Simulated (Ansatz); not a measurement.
# AlHO₂+ (doublet): the correlation ladder, def2-TZVPP

An exercise on one series of results from a longer session: the logs are not shown, and one member is left open.

Program: Ansatz 0.2.0, Gaussian basis. Level of theory: def2-TZVPP, core rule «outside noble gas», up to 7 orbitals frozen. These are calculated values, not measurements.

The runs, in order: UHF; ROHF; CCSD(T) on UHF.

2 further runs of the same task are left out: 2 set aside as unsound or not needed.

### The geometry

The geometry is a PBE0/def2-TZVP stationary point (not a proven minimum) of the parent state, kept for this charge and spin.

4 atoms, charge 1, spin multiplicity 2.

Atoms are counted from 1 here; the program's logs count them from 0.

Bond lengths: O1–Al2 1.596 Å, Al2–O3 1.631 Å, O3–H4 0.946 Å. Angles: O1–Al2–O3 180.0°, Al2–O3–H4 180.0°.

Set-up of the first run:

in.yaml reads:

```yaml
crystal:
  periodic: [false, false, false]
  atoms:
    - {symbol: O, position_ang: [0.000000, 0.000000, -2.248625]}
    - {symbol: Al, position_ang: [0.000000, 0.000000, -0.653025]}
    - {symbol: O, position_ang: [0.000000, 0.000000, 0.977875]}
    - {symbol: H, position_ang: [0.000000, 0.000000, 1.923775]}
basis:
  gaussian: {orbitals: def2-TZVPP}
total_charge: 1
magnetization: {spin_polarized: true, initial_magnetization: 1}
hamiltonian: {xc: hf}
output: {orbitals: {seedname: orbitals}}
```

On the command line:

```
$ ansatz run in.yaml --threads 1 --pin off --events-out ev --progress --plain --max-ram 3968MiB --backend cpu
```

Steps of the session up to this table: UHF; ROHF; CCSD(T) on UHF.

One of the session's tables, all rows but one given; the rest of the session is left out.

It belongs to the step «Misses and costs». 

```
  method  from UCCSD(T) (meV)
    ROHF             +13710.6
     UHF                    ?
    UMP2               +797.0
   UCCSD               +421.8
UCCSD(T)                    0
```

Q: Estimate the row for UHF from the others.

**Answer.** from UCCSD(T) (meV): +13592.0. In the column «from UCCSD(T) (meV)» it lies between UMP2 (+797.0) and ROHF (+13710.6).
